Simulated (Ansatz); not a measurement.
Born–Oppenheimer molecular dynamics of AlH6NS (9 atoms, charge 0, multiplicity 1). It starts at the highest image of a converged band, a first-order saddle point between two minima.

The calculation used RKS CAM-B3LYP/def2-SVP in Ansatz 0.2.0.

```json
{
 "ensemble": "NVE (velocity Verlet)",
 "time step": "0.5 fs",
 "steps asked": "200",
 "starting velocities drawn for": "300 K",
 "seed": "10756"
}
```

Frames 2.5 fs apart, positions in Å, forces in eV/Å.

Velocities at 60 fs (Å/ps):

```
Al -0.96 -1.89 0.94
N 2.36 -4.38 2.12
H 6.37 -15.90 -14.23
H -2.04 -7.83 -2.25
H 6.81 -13.10 3.67
H 4.24 6.85 -11.50
S -0.96 4.04 -0.83
H 12.51 -2.54 -0.01
H -4.35 15.38 -3.91
```

```xyz
9
Properties=species:S:1:pos:R:3:forces:R:3 time_fs=60 energy_less_start_eV=0.139 T=147
Al 0.022 0.163 0.247 -0.57 0.12 -0.32
N -0.001 -0.111 2.027 0.36 -0.57 0.48
H -0.878 -0.470 2.415 0.33 0.02 -0.04
H 0.787 -0.504 2.554 -0.37 0.27 -0.07
H 1.334 0.345 -0.615 0.06 -0.20 0.09
H -1.453 -0.106 -0.294 0.14 -0.04 -0.26
S -0.322 2.761 0.724 -0.52 1.25 -1.25
H -1.679 2.902 0.657 0.40 0.00 -0.24
H -0.454 2.003 1.772 0.17 -0.86 1.63
9
Properties=species:S:1:pos:R:3:forces:R:3 time_fs=62.5 energy_less_start_eV=0.070 T=223
Al 0.019 0.158 0.249 -0.27 0.19 -0.30
N 0.005 -0.123 2.033 0.16 -0.03 -0.30
H -0.859 -0.511 2.381 -0.27 -0.19 0.26
H 0.776 -0.517 2.549 0.28 -0.02 0.30
H 1.352 0.306 -0.603 -0.04 -0.16 0.13
H -1.439 -0.091 -0.330 0.07 -0.06 -0.21
S -0.325 2.772 0.721 0.40 0.50 -0.38
H -1.645 2.897 0.649 -0.61 0.11 -0.31
H -0.459 2.017 1.809 0.28 -0.32 0.81
9
Properties=species:S:1:pos:R:3:forces:R:3 time_fs=65 energy_less_start_eV=0.048 T=248
Al 0.016 0.154 0.250 -0.03 0.26 -0.29
N 0.013 -0.135 2.037 -0.26 -0.09 -0.25
H -0.850 -0.562 2.361 -0.06 -0.06 0.22
H 0.778 -0.531 2.560 0.32 -0.02 0.24
H 1.368 0.259 -0.583 -0.08 -0.11 0.13
H -1.421 -0.079 -0.379 0.02 -0.09 -0.12
S -0.327 2.784 0.717 0.47 -0.55 1.08
H -1.643 2.898 0.623 -0.71 0.06 -0.24
H -0.448 2.013 1.892 0.35 0.60 -0.77
9
Properties=species:S:1:pos:R:3:forces:R:3 time_fs=67.5 energy_less_start_eV=0.055 T=240
Al 0.012 0.150 0.251 0.09 0.22 -0.21
N 0.019 -0.148 2.041 -0.29 -0.63 0.32
H -0.844 -0.616 2.354 0.42 0.24 0.06
H 0.796 -0.544 2.583 -0.28 0.29 -0.28
H 1.379 0.204 -0.556 -0.05 -0.04 0.07
H -1.401 -0.072 -0.434 0.01 -0.08 -0.02
S -0.328 2.795 0.715 -0.35 -0.70 1.30
H -1.678 2.901 0.583 0.28 -0.09 -0.01
H -0.417 2.041 1.935 0.18 0.78 -1.23
9
Properties=species:S:1:pos:R:3:forces:R:3 time_fs=70 energy_less_start_eV=0.011 T=288
Al 0.009 0.147 0.251 0.14 0.07 -0.02
N 0.024 -0.163 2.046 -0.25 -0.42 -0.04
H -0.817 -0.657 2.352 0.08 0.15 0.18
H 0.802 -0.542 2.591 -0.10 0.23 -0.26
H 1.388 0.147 -0.525 0.02 0.04 0.00
H -1.382 -0.069 -0.491 0.03 -0.04 0.09
S -0.330 2.805 0.716 -0.62 -0.15 0.23
H -1.699 2.899 0.543 0.81 -0.18 0.22
H -0.375 2.113 1.909 -0.11 0.29 -0.39
9
Properties=species:S:1:pos:R:3:forces:R:3 time_fs=72.5 energy_less_start_eV=0.054 T=241
Al 0.005 0.144 0.251 0.21 -0.08 0.18
N 0.028 -0.180 2.051 -0.49 0.14 -0.80
H -0.787 -0.690 2.361 -0.41 -0.08 0.34
H 0.804 -0.527 2.587 0.55 -0.03 0.11
H 1.397 0.093 -0.494 0.06 0.12 -0.06
H -1.360 -0.070 -0.543 0.03 0.00 0.17
S -0.333 2.815 0.716 0.09 0.75 -1.63
H -1.677 2.887 0.515 0.29 -0.18 0.30
H -0.340 2.200 1.867 -0.33 -0.63 1.39
9
Properties=species:S:1:pos:R:3:forces:R:3 time_fs=75 energy_less_start_eV=0.056 T=238
Al 0.003 0.141 0.252 0.33 -0.18 0.28
N 0.029 -0.196 2.052 -0.56 -0.15 -0.51
H -0.776 -0.725 2.387 -0.01 0.15 0.18
H 0.833 -0.512 2.586 0.17 0.08 -0.13
H 1.410 0.046 -0.466 0.03 0.18 -0.07
H -1.338 -0.070 -0.584 -0.01 0.03 0.21
S -0.335 2.826 0.714 1.18 0.51 -1.29
H -1.641 2.865 0.504 -0.78 -0.14 0.20
H -0.323 2.255 1.896 -0.37 -0.48 1.12
9
Properties=species:S:1:pos:R:3:forces:R:3 time_fs=77.5 energy_less_start_eV=0.048 T=248
Al 0.001 0.138 0.253 0.47 -0.22 0.35
N 0.029 -0.214 2.052 -0.32 -0.42 -0.04
H -0.765 -0.751 2.425 0.37 0.35 0.01
H 0.871 -0.492 2.576 -0.46 0.20 -0.44
H 1.425 0.009 -0.441 -0.03 0.23 -0.05
H -1.315 -0.069 -0.614 -0.08 0.04 0.20
S -0.336 2.838 0.710 1.07 -0.36 0.56
H -1.645 2.834 0.505 -0.72 -0.11 0.18
H -0.329 2.284 1.984 -0.30 0.30 -0.77
9
Properties=species:S:1:pos:R:3:forces:R:3 time_fs=80 energy_less_start_eV=0.068 T=225
Al 0.000 0.134 0.255 0.55 -0.27 0.45
N 0.027 -0.232 2.051 -0.28 0.05 -0.55
H -0.737 -0.759 2.465 -0.02 0.08 0.15
H 0.888 -0.461 2.544 -0.06 0.02 -0.12
H 1.437 -0.014 -0.419 -0.09 0.26 -0.03
H -1.298 -0.065 -0.630 -0.15 0.05 0.16
S -0.335 2.849 0.706 -0.21 -0.67 1.17
H -1.687 2.796 0.517 0.40 -0.03 0.23
H -0.351 2.328 2.032 -0.14 0.51 -1.47
9
Properties=species:S:1:pos:R:3:forces:R:3 time_fs=82.5 energy_less_start_eV=0.026 T=272
Al 0.000 0.129 0.258 0.50 -0.33 0.52
N 0.024 -0.251 2.047 -0.42 0.36 -1.01
H -0.709 -0.762 2.514 -0.27 -0.09 0.24
H 0.901 -0.430 2.505 0.42 -0.12 0.23
H 1.445 -0.021 -0.400 -0.08 0.28 -0.03
H -1.288 -0.059 -0.638 -0.17 0.06 0.13
S -0.334 2.859 0.705 -0.89 -0.42 0.35
H -1.708 2.758 0.543 0.90 0.09 0.12
H -0.383 2.400 2.000 0.03 0.17 -0.54
9
Properties=species:S:1:pos:R:3:forces:R:3 time_fs=85 energy_less_start_eV=0.040 T=256
Al 0.002 0.124 0.262 0.31 -0.35 0.48
N 0.019 -0.268 2.040 -0.09 -0.04 -0.32
H -0.693 -0.768 2.574 0.17 0.22 -0.14
H 0.932 -0.404 2.476 -0.25 -0.04 -0.01
H 1.448 -0.012 -0.382 -0.03 0.27 -0.06
H -1.289 -0.048 -0.637 -0.14 0.07 0.11
S -0.334 2.869 0.704 -0.36 0.20 -1.42
H -1.681 2.724 0.574 0.26 0.12 -0.15
H -0.413 2.481 1.942 0.12 -0.45 1.49
9
Properties=species:S:1:pos:R:3:forces:R:3 time_fs=87.5 energy_less_start_eV=0.052 T=243
Al 0.004 0.118 0.267 0.06 -0.29 0.37
N 0.014 -0.286 2.031 0.28 -0.17 0.11
H -0.669 -0.762 2.627 0.24 0.30 -0.33
H 0.951 -0.381 2.447 -0.57 -0.02 -0.10
H 1.449 0.013 -0.367 0.04 0.23 -0.08
H -1.298 -0.034 -0.630 -0.05 0.07 0.12
S -0.336 2.878 0.701 0.58 0.17 -0.93
H -1.640 2.697 0.598 -0.83 0.02 -0.37
H -0.435 2.538 1.961 0.26 -0.31 1.22
```

Of the whole run (100 fs, mean temperature of the second half 224 K): The conserved energy stayed within 0.091 meV per atom of its start (net change 0.03 meV per atom), so the integration is sound. A run of 0.1 ps of so small a system gives no equilibrium averages. The orbitals stay closed-shell, which can raise the energy where a bond breaks towards radicals; this wasn't checked here.

Run time: 5.3 min on 2 threads of Arm Neoverse V1 (shared host), peak memory 0.17 GiB.
